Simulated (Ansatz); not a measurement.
# Lutetium, hcp: convergence with cold smearing

Computed with Ansatz, r²SCAN, scalar-relativistic PAW, on the relaxed cell (a = 3.505 Å, c = 5.470 Å (c/a = 1.561); spin not included). Errors count from a run at 500 eV on a Γ-centred 17×17×10 mesh with Fermi-Dirac smearing of 0.1 eV, extrapolated to zero width. Fixed here: cutoff 500 eV, mesh 10×10×6. The SCF starts from atomic densities corrected by a trained network.

```csv
width (eV),E(σ→0) error (meV/atom),F error (meV/atom),P (GPa),SCF iterations
0.01,2.7,2.7,-0.46,9
0.03,2.6,2.5,-0.36,9
0.1,2.0,2.0,-0.28,9
0.2,2.5,1.6,-0.18,9
0.3,2.0,-0.4,-0.17,9
0.6,-0.2,-14.1,-0.01,9
1.0,-12.7,-51.2,0.46,9
```
